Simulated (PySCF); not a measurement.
Molecule: Tetrafluoroethylene (SMILES FC(F)=C(F)F).

Numbering as in the mapped SMILES `[F:1][C:2]([F:3])=[C:4]([F:5])[F:6]`.

Geometry PBE0-D3(BJ)/def2-SVP throughout; GIAO in PySCF 2.14.0 with density-fitted response routines, gas phase, one conformer, non-relativistic; equivalent atoms averaged; basis pcSseg-2.

(1) How do the absolute shieldings σ depend on the functional? (ppm; last column core-seconds on shared hosts with different chips, so compare them loosely; the GGAs took longer than the global hybrids here, which isn't the general rule, and the cause wasn't traced)

(2) Which nucleus moves most, in ppm?

## Answers

(1) 
| functional | kind | F1/F3/F5/F6 | C2/C4 | core-s |
| --- | --- | --- | --- | --- |
| HF | Hartree–Fock | 358.5 | 46.1 | 6.7 |
| LDA | LDA | 292.4 | 20.4 | 14 |
| PBE | GGA | 293.8 | 24.1 | 19 |
| BLYP | GGA | 293.2 | 18.4 | 18 |
| BP86 | GGA | 295.3 | 24.3 | 19 |
| OPBE | GGA | 299.5 | 34.8 | 19 |
| KT2 | GGA | 297.6 | 32.8 | 18 |
| KT3 | GGA | 299.2 | 33.4 | 18 |
| B97-D | GGA | 300.6 | 27.1 | 18 |
| B3LYP | global hybrid | 308.8 | 23.5 | 11 |
| PBE0 | global hybrid | 312.9 | 30.2 | 11 |
| mPW1PW91 | global hybrid | 313.1 | 29.3 | 12 |
| WP04 | global hybrid | 306.0 | 13.8 | 14 |
| B97-2 | global hybrid | 313.5 | 31.5 | 13 |
| BHandHLYP | global hybrid | 329.2 | 31.1 | 14 |
| CAM-B3LYP | range-separated hybrid | 316.9 | 25.1 | 17 |
| wB97X-D | range-separated hybrid | 317.7 | 29.6 | 18 |
| LC-wPBE | range-separated hybrid | 322.5 | 29.5 | 23 |

(2) F1/F3/F5/F6 (vinylic fluorine): from 292.4 ppm with LDA to 358.5 ppm with HF. The smallest spread is 32.3 ppm, at C2/C4.
